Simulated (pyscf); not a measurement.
H₂N–SiH(NH₂)–F + hydrogen (H₂) → H₂N–SiH₂–NH₂ + hydrogen fluoride (HF) (four-centre exchange; singlet surface; F–Si, H–H broken, H–Si, F–H formed). PySCF, gas phase, ωB97X-D3(BJ)/def2-SVP geometries. Energies in kcal/mol from the separated reactants.

| level | barrier | reaction energy |
|---|---|---|
| ωB97X-D3(BJ)/def2-TZVP | 61.0 | +36.0 |
| r²SCAN/def2-TZVP | 58.3 | +38.0 |
| B3LYP-D3(BJ)/def2-TZVP | 61.1 | +36.5 |
| PBE0-D3(BJ)/def2-TZVP | ? | ? |
| M06-2X/def2-TZVP | ? | +38.5 |
| HF/def2-TZVP | 79.4 | +35.4 |

Problem. What belongs in the gaps?

Solution. 
- PBE0-D3(BJ)/def2-TZVP, barrier: 57.3
- PBE0-D3(BJ)/def2-TZVP, reaction energy: +34.3
- M06-2X/def2-TZVP, barrier: 64.4

The functionals in the table span 7.1 kcal/mol in this barrier, from PBE0-D3(BJ) to M06-2X. At the saddle there is also a short H–Si contact that neither side keeps. The same reactants have a lower exit, to H₂N–SiH₂–F + NH₃ (barrier +46.7 kcal/mol at ωB97M-D3(BJ)/def2-TZVP, against +60.5 kcal/mol here). This is the saddle that the search found; another between the same sides may lie lower.
